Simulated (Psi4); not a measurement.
**UPBE0/def2-SVPD run of C2H6Al (SMILES [CH3][Al][CH3])**

What is the vertical doublet–quartet gap of C2H6Al at UPBE0/def2-SVPD? 

The results are computed with Psi4 1.11.

1 further run of the same task is left out (set aside as unsound or not needed).

## (1) The system as given

C2H6Al has 9 atoms, charge 0, and is taken as a doublet. SMILES: `[CH3][Al][CH3]`. The coordinates come from a PBE0-D4/def2-TZVP relaxation.

Bond lengths: C1–Al2 1.972 Å, Al2–C3 1.969 Å, C1–H4 1.095 Å, C1–H5 1.095 Å, C1–H6 1.095 Å, C3–H7 1.097 Å, C3–H8 1.097 Å, C3–H9 1.091 Å. Some angles: C1–Al2–C3 118.6°, Al2–C1–H4 111.5°, Al2–C1–H5 111.1°, Al2–C1–H6 111.0°, Al2–C3–H7 109.3°, Al2–C3–H8 109.4°, Al2–C3–H9 114.5°, H4–C1–H5 108.3°, H4–C1–H6 108.2°, H5–C1–H6 106.6°.

## (2) A single-point energy at UPBE0/def2-SVPD

c2h6al.json reads:

```json
{
 "schema_name": "qcschema_input",
 "schema_version": 1,
 "molecule": {
  "schema_name": "qcschema_molecule",
  "schema_version": 2,
  "symbols": ["C", "Al", "C", "H", "H", "H", "H", "H", "H"],
  "geometry": [-1.53200097, 2.13652436, -1.77917715, 1.3813898, 1.33320178, 0.40043297, 1.65785673, -2.10024161, 1.80997968, -2.77374001, 0.49983256, -2.02011723, -0.91065902, 2.7607009, -3.6507619, -2.64845116, 3.68496594, -0.98209067, 1.72966632, -3.47369456, 0.25964837, -0.04119603, -2.52826458, 2.91679227, 3.30456407, -2.4005191, 3.01297933],
  "molecular_charge": 0,
  "molecular_multiplicity": 2,
  "fix_symmetry": "c1",
  "fix_com": true,
  "fix_orientation": true
 },
 "driver": "energy",
 "model": {
  "method": "pbe0",
  "basis": "def2-SVPD"
 },
 "keywords": {
  "reference": "uks",
  "puream": true,
  "e_convergence": 1e-09,
  "d_convergence": 1e-08,
  "scf_type": "pk",
  "dft_radial_points": 99,
  "dft_spherical_points": 590,
  "maxiter": 100,
  "scf_properties": ["WIBERG_LOWDIN_INDICES", "LOWDIN_CHARGES", "MULLIKEN_CHARGES"]
 }
}
```

Command:

```bash
$ psi4 --qcschema c2h6al.json -n 1 --memory 1600MB
```

stdout:

```text
[...]
  Running in c1 symmetry.
[...]
  Nuclear repulsion =   88.857473569738161
[...]
  Multiplicity = 2
[...]
  Nalpha       = 16
  Nbeta        = 15
[...]
    Number of basis functions: 112
[...]
   @UKS iter   1:  -321.41165110714388   -2.66732e-01   8.21760e-03 ADIIS/DIIS
[...]
   @UKS iter  12:  -321.86832503647037   -6.36646e-12   3.91763e-09 DIIS
[...]
   @S^2 Observed:                7.513889049E-01
[...]
    Orbital Energies [Eh]
    ---------------------
    Alpha Occupied:
       1A    -56.144870     2A    -10.207629     3A    -10.207045
       4A     -4.173773     5A     -2.709838     6A     -2.706434
       7A     -2.701077     8A     -0.695587     9A     -0.685160
      10A     -0.411319    11A     -0.406707    12A     -0.399588
      13A     -0.399248    14A     -0.381075    15A     -0.290880
      16A     -0.183159
    Alpha Virtual:
      17A     -0.046164    18A      0.012856    19A      0.032036
      20A      0.052201    21A      0.076070    22A      0.078785
      23A      0.091560    24A      0.097368    25A      0.102801
[...]
  @UKS Final Energy:  -321.86832503647037
   => Energetics <=
    Nuclear Repulsion Energy =             88.8574735697381612
    One-Electron Energy =                -619.3479686119508187
    Two-Electron Energy =                 232.4541211879384548
    DFT Exchange-Correlation Energy =     -23.8319511821962351
    Empirical Dispersion Energy =           0.0000000000000000
    VV10 Nonlocal Energy =                  0.0000000000000000
    Total Energy =                       -321.8683250364704236
[...]
 Multipole Moments:
 ------------------------------------------------------------------------------------
     Multipole            Electronic (a.u.)      Nuclear  (a.u.)        Total (a.u.)
 ------------------------------------------------------------------------------------
 L = 1.  Multiply by 2.5417464519 to convert [e a0] to [Debye]
 Dipole X            :        -17.4944087           17.3733861           -0.1210226
 Dipole Y            :        -16.2135241           16.0923408           -0.1211833
 Dipole Z            :         -4.9620369            4.9268940           -0.0351430
 Magnitude           :                                                    0.1748339
[...]
  Mulliken Charges: (a.u.)
   Center  Symbol    Alpha    Beta     Spin     Total
       1     C     3.17817  3.06042  0.11775 -0.23859
       2    AL     6.63716  5.83249  0.80467  0.53035
       3     C     3.17100  3.04295  0.12805 -0.21395
       4     H     0.50814  0.50227  0.00587 -0.01041
       5     H     0.49501  0.51137 -0.01636 -0.00638
       6     H     0.49518  0.51131 -0.01612 -0.00649
       7     H     0.50367  0.50585 -0.00218 -0.00951
       8     H     0.50380  0.50569 -0.00189 -0.00949
       9     H     0.50786  0.52765 -0.01979 -0.03552
   Total alpha = 16.00000, Total beta = 15.00000, Total charge =  0.00000
[...]
```

The result, in JSON:

```text
{
 "driver": "energy",
 "model": {
  "method": "pbe0",
  "basis": "def2-SVPD"
 },
 "success": true,
 "return_result": -321.86832503647037,
 "properties": {
  "calcinfo_nbasis": 112,
  "calcinfo_nmo": 112,
  "calcinfo_nalpha": 16,
  "calcinfo_nbeta": 15,
  "calcinfo_natom": 9,
  "nuclear_repulsion_energy": 88.85747356973816,
  "return_energy": -321.86832503647037,
  "scf_one_electron_energy": -619.3479686119508,
  "scf_two_electron_energy": 232.45412118793845,
  "scf_xc_energy": -23.831951182196235,
  "scf_dipole_moment": [-0.12102257754294854, -0.12118330239576736, -0.035142977686868804],
  "scf_total_energy": -321.86832503647037,
  "scf_iterations": 12
 }
}
```

It took 26 s on 1 thread of Intel Xeon 6975P-C (Granite Rapids), shared host; peak memory 0.66 GiB.

## (3) The quartet: energy and forces at UPBE0/def2-SVPD

calc.in reads:

```
memory 1600 MB

molecule molecule1 {
  0 4
  C     -0.810700     1.130600    -0.941500
  Al     0.731000     0.705500     0.211900
  C      0.877300    -1.111400     0.957800
  H     -1.467800     0.264500    -1.069000
  H     -0.481900     1.460900    -1.931900
  H     -1.401500     1.950000    -0.519700
  H      0.915300    -1.838200     0.137400
  H     -0.021800    -1.337900     1.543500
  H      1.748700    -1.270300     1.594400
  symmetry c1
}

set basis def2-SVPD
set reference uks
set puream true
set e_convergence 1e-09
set d_convergence 1e-08
set scf_type pk
set dft_radial_points 99
set dft_spherical_points 590
set maxiter 100

e_tot, wfn = gradient('pbe0', return_wfn=True)
```

Command:

```bash
$ psi4 -n 1 calc.in calc.out
```

calc.out (excerpt; [...] marks lines left out):

```text
[...]
  Running in c1 symmetry.
[...]
  Nuclear repulsion =   88.857473522467515
[...]
  Multiplicity = 4
[...]
  Nalpha       = 17
  Nbeta        = 14
[...]
    Number of basis functions: 112
[...]
   @UKS iter   1:  -321.42501570040332   -2.80097e-01   6.26804e-03 ADIIS/DIIS
[...]
   @UKS iter  13:  -321.69774313679636   -7.79892e-11   6.79296e-09 DIIS
[...]
   @S^2 Observed:                3.756272899E+00
[...]
  @UKS Final Energy:  -321.69774313679636
   => Energetics <=
    Nuclear Repulsion Energy =             88.8574735224675152
    One-Electron Energy =                -618.4326204573608265
    Two-Electron Energy =                 231.6664622319216562
    DFT Exchange-Correlation Energy =     -23.7890584338247351
    Empirical Dispersion Energy =           0.0000000000000000
    VV10 Nonlocal Energy =                  0.0000000000000000
    Total Energy =                       -321.6977431367963618
[...]
 Multipole Moments:
 ------------------------------------------------------------------------------------
     Multipole            Electronic (a.u.)      Nuclear  (a.u.)        Total (a.u.)
 ------------------------------------------------------------------------------------
 L = 1.  Multiply by 2.5417464519 to convert [e a0] to [Debye]
 Dipole X            :          2.1456198           -2.9741938           -0.8285740
 Dipole Y            :          2.0955674           -2.8999966           -0.8044293
 Dipole Z            :          0.6427212           -0.8931669           -0.2504457
 Magnitude           :                                                    1.1816786
[...]
  -Total Gradient:
     Atom            X                  Y                   Z
    ------   -----------------  -----------------  -----------------
       1        0.048084044964    -0.002371682538     0.031730815711
       2       -0.042854103895    -0.042501575046    -0.012628238716
       3        0.019031768847     0.061086129675    -0.009128510467
       4       -0.000568823241     0.006659071186    -0.002618804332
       5       -0.013278679670     0.003341712202     0.001302457347
       6       -0.003864180958    -0.001612399837    -0.012917709040
       7       -0.001654532134    -0.002610219124     0.007023090854
       8        0.004397202749    -0.005858029004    -0.002225489195
       9       -0.009289420280    -0.016129862865    -0.000536616802
[...]
```

Run time: 34 s. Hardware: 1 thread of Intel Xeon 6975P-C (Granite Rapids), shared host; peak memory 0.66 GiB.

## (4) Outcome

Level: UPBE0/def2-SVPD.

```
                                        quantity          value
                           doublet: total energy  -321.86833 Eh
                          doublet: dipole moment         0.44 D
     doublet: HOMO energy (highest over α and β)       -4.98 eV
      doublet: LUMO energy (lowest over α and β)       -1.74 eV
                                   doublet: ⟨S²⟩          0.751
                           quartet: total energy  -321.69774 Eh
                          quartet: dipole moment         3.00 D
     quartet: HOMO energy (highest over α and β)       -3.08 eV
                                   quartet: ⟨S²⟩          3.756
               quartet: largest force on an atom     3.323 eV/Å
vertical energy of the quartet above the doublet       4.642 eV
```

At this shape the quartet lies 4.64 eV (107 kcal/mol) above the doublet. Mulliken charges (doublet) run from -0.24 on C1 to +0.53 on Al2; in a basis this large or diffuse they mean little.
